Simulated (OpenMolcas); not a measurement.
# One shape, several levels: BH3F− (SMILES [H][B-]([H])([H])F)

Aim: a comparison of 6 runs (HF/STO-3G, PBE0/STO-3G, UB3LYP/STO-3G, UPBE/STO-3G, ACPF/STO-3G, CISD/STO-3G) of BH3F−. 

The calculation is run with OpenMolcas 26.06.

2 further runs of the same task are left out: 1 for a known fault of the program, 1 set aside as unsound or not needed.

## 1. The system as given

BH3F− has 5 atoms, charge -1, and is taken as a singlet. SMILES: `[H][B-]([H])([H])F`. The B1–H3 distance was set to 1.533 Å, away from the relaxed value.

Bond lengths: B1–F2 1.447 Å, B1–H4 1.228 Å, B1–H5 1.226 Å. Angles: F2–B1–H4 108.4°, F2–B1–H5 108.4°, H4–B1–H5 110.5°.

## 2. The energy at HF/STO-3G (run 1)

Contents of job.input:

```
&gateway
baslib = $CurrDir
basisset
B.STO-3G....
B1 -0.290467 -0.002480 0.042159 angstrom
End of Basis
basisset
F.STO-3G....
F2 -0.277617 -0.023780 1.488519 angstrom
End of Basis
basisset
H.STO-3G....
H3 1.160070 0.011720 -0.454270 angstrom
H4 -0.880667 1.009810 -0.324851 angstrom
H5 -0.871787 -1.006630 -0.354411 angstrom
End of Basis
&seward
&scf
charge = -1
thresholds = 1e-10 1e-07 1e-07 1e-05
prorbitals = 1 1
```

The basis set STO-3G is read from a file made from the Basis Set Exchange's data (not shown).

Started as:

```bash
export MOLCAS_MEM=1860
pymolcas job.input > job.log
```

Log:

```text
--- Start Module: gateway ---
[...]
--- Stop Module: gateway /rc=_RC_ALL_IS_WELL_ ---
--- Start Module: seward ---
[...]
      Basis functions           13
--- Stop Module: seward /rc=_RC_ALL_IS_WELL_ ---
--- Start Module: scf ---
[...]
       Convergence after  12 Iterations
[...]
::    Total SCF energy                               -124.0053710708
[...]
      Total spin, S                                     0.0000000000
[...]
      Total electronic charge=   18.000000
      Total            charge=   -1.000000
[...]
      Dipole Moment (debye):
      Origin of the operator (angstrom)=   -0.2746   -0.0140    0.8356
                   X= -7.4451E-01               Y= -5.3254E-02               Z=  3.0964E+00           Total=  3.1851E+00
      Center of Charge (angstrom)
[...]
--- Stop Module: scf /rc=_RC_ALL_IS_WELL_ ---
[...]
```

Wall time 1.3 s (1 thread of Arm Neoverse V2, shared host); peak memory 0.37 GiB.

## 3. The energy at PBE0/STO-3G (run 2)

Contents of job.input:

```
* BFH3 Kohn-Sham DFT

&GATEWAY
  BasLib=$CurrDir
  BasisSet
  B.STO-3G....
  B1 -0.290467 -0.002480 0.042159 angstrom
  End of Basis
  BasisSet
  F.STO-3G....
  F2 -0.277617 -0.023780 1.488519 angstrom
  End of Basis
  BasisSet
  H.STO-3G....
  H3 1.160070 0.011720 -0.454270 angstrom
  H4 -0.880667 1.009810 -0.324851 angstrom
  H5 -0.871787 -1.006630 -0.354411 angstrom
  End of Basis

&SEWARD
  GridInput
  Grid=UltraFine
  End of Grid

&SCF
  Charge=-1
  KSDFT=PBE0
  Thresholds=1e-10 1e-07 1e-07 1e-05
  PrOrbitals=1 1
```

The basis set STO-3G is read from a file made from the Basis Set Exchange's data (not shown).

Started as:

```bash
export MOLCAS_MEM=1860
pymolcas job.input > job.log
```

Log:

```text
--- Start Module: gateway ---
[...]
--- Stop Module: gateway /rc=_RC_ALL_IS_WELL_ ---
--- Start Module: seward ---
[...]
      Basis functions           13
--- Stop Module: seward /rc=_RC_ALL_IS_WELL_ ---
--- Start Module: scf ---
[...]
       Convergence after  13 Iterations
[...]
::    Total KS-DFT energy                            -124.4960768332
[...]
      Total spin, S                                     0.0000000000
[...]
      Total electronic charge=   18.000000
      Total            charge=   -1.000000
[...]
      Dipole Moment (debye):
      Origin of the operator (angstrom)=   -0.2746   -0.0140    0.8356
                   X= -6.8766E-01               Y= -5.6666E-02               Z=  3.3679E+00           Total=  3.4379E+00
      Center of Charge (angstrom)
[...]
--- Stop Module: scf /rc=_RC_ALL_IS_WELL_ ---
[...]
```

Wall time 3.6 s (1 thread of Arm Neoverse V2, shared host); peak memory 0.37 GiB.

Runs 3 to 5 aren't shown in full; the table further down has their settings and results.

## 4. The energy at CISD/STO-3G (run 6)

Contents of job.inp:

```
>>> EXPORT MOLCAS_PRINT=2

&GATEWAY
  BASLIB = $CurrDir
  BASISSET
  B.STO-3G....
  B1 -0.290467 -0.002480 0.042159 angstrom
  End of Basis
  BASISSET
  F.STO-3G....
  F2 -0.277617 -0.023780 1.488519 angstrom
  End of Basis
  BASISSET
  H.STO-3G....
  H3 1.160070 0.011720 -0.454270 angstrom
  H4 -0.880667 1.009810 -0.324851 angstrom
  H5 -0.871787 -1.006630 -0.354411 angstrom
  End of Basis

&SEWARD

&SCF
  CHARGE = -1
  THRESHOLDS = 1e-10 1e-07 1e-07 1e-05
  PRORBITALS = 1 1

&MOTRA
  FROZEN = 2

&GUGA
  ELECTRONS = 14
  SPIN = 1
  INACTIVE = 7
  ACTIVE = 0
  CIALL = 1

&CPF
  SDCI
```

The basis set STO-3G is read from a file made from the Basis Set Exchange's data (not shown).

Started as:

```bash
export MOLCAS_MEM=1860
pymolcas job.inp > job.log
```

Log:

```text
--- Start Module: gateway ---
[...]
--- Stop Module: gateway /rc=_RC_ALL_IS_WELL_ ---
[...]
      Basis functions           13
[...]
       Convergence after  12 Iterations
[...]
::    Total SCF energy                               -124.0053710708
[...]
      Total spin, S                                     0.0000000000
[...]
      *** WARNING: Default frozen orbitals is overwritten by user input.
      *** Default values:   2
[...]
--- Start Module: guga ---
[...]
--- Stop Module: guga /rc=_RC_ALL_IS_WELL_ ---
--- Start Module: cpf ---
[...]
      Active orbitals                            0       0
[...]
      Spin quantum number                      0.0
[...]
     FINAL CI ENERGY          -124.08775438
     FINAL CORRELATION ENERGY   -0.08238331  REFERENCE ENERGY    -124.00537107
[...]
     REL. CI ENERGY           -124.08775438
[...]
      Total electronic charge=   18.000000
      Total            charge=   -1.000000
[...]
      Dipole Moment (debye):
      Origin of the operator (angstrom)=   -0.2746   -0.0140    0.8356
                   X= -6.0899E-01               Y= -5.4829E-02               Z=  3.2746E+00           Total=  3.3312E+00
      Quadrupole Moment (debye*angstrom):
[...]
--- Stop Module: cpf /rc=_RC_ALL_IS_WELL_ ---
[...]
```

Wall time 1.4 s (1 thread of Arm Neoverse V2, shared host); peak memory 0.37 GiB.

## 5. The series

```csv
run,level,integration grid,scramble,energy (Eh),HOMO energy (eV),LUMO energy (eV),HOMO–LUMO gap (eV),wall time
1,HF/STO-3G,–,–,-124.005371,-0.39,22.66,23.06,1.3 s
2,PBE0/STO-3G,UltraFine,–,-124.496077,4.31,17.57,13.26,3.6 s
3,UB3LYP/STO-3G,UltraFine,0.25,-124.621966,4.60,17.13,12.52,5.7 s
4,UPBE/STO-3G,UltraFine,0.25,-124.465423,6.35,16.24,9.89,5.4 s
5,ACPF/STO-3G,–,–,-124.091687,-0.39,22.66,23.06,1.4 s
6,CISD/STO-3G,–,–,-124.087754,-0.39,22.66,23.06,1.4 s
```

## 6. Summary of results

| quantity | value |
| --- | --- |
| run 6: total energy | -124.08775 Eh |
| run 6: HOMO energy (Hartree–Fock orbitals) | -0.39 eV |
| run 6: LUMO energy (Hartree–Fock orbitals) | 22.66 eV |
| run 6: HOMO–LUMO gap (to an unbound level, set by the basis) | 23.06 eV |
| run 6: correlation energy (2 core orbitals frozen) | -82.4 mEh |

Below the HF energy at the same shape and in the same basis (STO-3G): ACPF -86.3 mEh; CISD -82.4 mEh. Over runs 1, 2, 3, 4 the HOMO–LUMO gap runs from 9.89 eV (UPBE/STO-3G) to 23.06 eV (HF/STO-3G). The empty levels of an anion lie above zero and hang on the basis. Totals of different functionals can't be ranked against each other. In runs 2, 3, 4 the HOMO lies above zero, so the outermost electron may be held by the basis alone. In runs 1, 2, 3, 4, 5, 6 the basis is minimal, so the values are rough. All runs together took 19 s, the longest 5.7 s.
